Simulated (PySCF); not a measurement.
Isomers of C3H4. All species are isolated molecules in the gas phase. Strings in code marks are SMILES.

The HOMO–LUMO gap from two functionals at the same geometries (B3LYP-D3(BJ)/def2-TZVP), both in PySCF: PBE-D3(BJ)/def2-TZVP and M06-2X/def2-TZVP. 

| species | M06-2X/def2-TZVP (eV) |
|---|---|
| `CC#C` | 11.07 |
| `C(=C)=C` | 10.19 |
| `C1=CC1` | 9.58 |

Problem. What does PBE-D3(BJ)/def2-TZVP give for each?

Solution. 
- `CC#C`: 6.77
- `C(=C)=C`: 5.84
- `C1=CC1`: 5.15
Over these rows, drawn at random from the members with no instability flagged (it was tested for open shells, ions and some series alone), PBE minus M06-2X: mean -4.36 eV, from -4.43 eV to -4.31 eV.
